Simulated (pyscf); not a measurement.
Optimised with ωB97X-D3(BJ)/def2-SVP in PySCF.

Problem. Estimate the classical barrier height and the reaction energy of H₂B–AsH–AsH₂ + hydrogen (H₂) → H₂B–AsH₂ + AsH₃ at ωB97M-D3(BJ)/def2-TZVP. The step runs on the singlet surface, breaks As–As, H–H and forms As–H, As–H; take the separated reactants as zero.

Solution. ΔE‡ = 1.57 eV, ΔE = +0.34 eV. Zero-point energy shifts the barrier by +0.06 eV. It is a four-centre exchange, with an imaginary mode of 303i cm⁻¹. On the reactant side the descent ends in an adduct with a As–B contact (not fully relaxed), 0.03 eV under the separated species and 1.71 eV under the saddle at ωB97X-D3(BJ)/def2-TZVP. On the product side the descent ends in an adduct with a As–B contact, 0.94 eV under the separated species and 2.05 eV under the saddle at ωB97X-D3(BJ)/def2-TZVP. At ωB97X-D3(BJ) the barrier from the zero used here is 1.68 eV. H₂B–AsH–AsH₂ is closed by a dative As–B contact. One saddle was located; it need not be the lowest between these sides. Elements up to Kr have no core potential and no relativistic terms here.
